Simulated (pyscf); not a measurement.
Single points on ωB97X-D3(BJ)/def2-SVP structures (PySCF, gas phase). MP2 and CC: frozen core, UHF for open shells. ΔMP2 is the change of the MP2 total energy from the triple- to the quadruple-zeta basis.

SMILES: O[SiH](F)Cl
```xyz
6

O      1.5473    -0.5288    -0.8248
Si     0.8060     0.0875     0.4992
F      1.4333    -0.5407     1.8492
Cl    -1.1806    -0.4148     0.5163
H      1.3983    -1.4513    -1.0587
H      0.9915     1.5431     0.5069
```

Q: How much does it cost (ΔH, 298 K, CCSD(T)/def2-TZVPP + ΔMP2(QZVPP)) to split HO–SiH(F)–Cl at its F–Si bond into HO–SiH•–Cl + F•?

A: F–Si to HO–SiH•–Cl + F•: 666.8 kJ/mol. Other isomers of HO–SiH•–Cl were not searched in full and may lie lower. The CCSD(T) − MP2 part came from Ansatz, without density fitting, on the same reference. Left out: the spin-orbit lowering of F.
